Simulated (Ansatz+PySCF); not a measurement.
The numbers below are computed, except where a source is named.
## Several solutions for doublet OH

```yaml
atoms:
  - { symbol: O, position_ang: [0.0000, 0.0000, -0.2116] }
  - { symbol: H, position_ang: [0.0000, 0.0000, 1.6925] }
```

Basis set: 6-31G (spherical functions). Charge 0, multiplicity 2.

PBE0 (unrestricted) was run from several starts with Ansatz (development build ahead of 0.2.0) and PySCF 2.14.0.

```
run  program                        start  converged  energy (hartree)  <S²>
  A   Ansatz  search for the lowest state        yes         -75.50312  1.40
  B   Ansatz      atomic start, no search        yes         -75.50312  1.40
  C    PySCF             program defaults        yes         -75.47608  0.79
  D   Ansatz      stability test followed        yes         -75.50312  1.40
```

Question: Which runs reached the lowest solution of this kind, and what is wrong with the others?

Answer: A, B, D reached the lowest solution found. Converged but too high: C by 0.74 eV. Convergence only shows a stationary point, and even a stable one can lie too high; stability tests and further starts are what find lower ones. Caution: the unrestricted determinant is spin contaminated.
